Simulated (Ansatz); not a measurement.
# B2HSi: the cost of one run

Program: Ansatz 0.2.0, Gaussian basis. Level of theory: def2-QZVPP, all electrons in the functionals, frozen cores in the correlation of double hybrids and RPA. These are calculated values, not measurements.

Plan: wB97M-V, B2PLYP, at charge 0, quartet; charge 0, doublet; charge 0, sextet; charge 1, triplet; charge 1, quintet.

## (1) What is computed

The geometry is a PBE0/def2-TZVP stationary point (not a proven minimum).

4 atoms, charge 0, spin multiplicity 4.

Atoms are counted from 1 here; the program's logs count them from 0.

Bond lengths: B1–B2 1.555 Å, B1–H4 1.178 Å, B2–Si3 1.975 Å. Angles: B2–B1–H4 180.0°, B1–B2–Si3 180.0°.

No dispersion term is added; wB97M-V holds VV10 nonlocal correlation.

The geometry shown and the zero of energy belong to the point charge 0, quartet. The yardstick, UCCSD(T), and other wave-function levels (R restricted, U unrestricted, valence and pair active spaces) come from earlier runs.

## (2) wB97M-V, charge 0, quartet

Input file in.yaml:

```yaml
crystal:
  periodic: [false, false, false]
  atoms:
    - {symbol: B, position_ang: [0.000000, 0.000000, -0.976964]}
    - {symbol: B, position_ang: [0.000000, 0.000000, 0.578505]}
    - {symbol: Si, position_ang: [0.000000, 0.000000, 2.553858]}
    - {symbol: H, position_ang: [0.000000, 0.000000, -2.155400]}
basis:
  gaussian: {orbitals: "def2-QZVPP.json"}
magnetization: {spin_polarized: true, initial_magnetization: 3}
hamiltonian: {xc: {name: wB97M-V}}
output: {orbitals: {seedname: orbitals}}
```

Run with:

```
$ ansatz run in.yaml --threads 1 --pin off --events-out ev --progress --plain --max-ram 2393MiB
```

Q: Estimate wall time and peak memory on 1 thread of Arm Neoverse V1, shared host.

About 28 s, with a peak of 0.56 GiB.
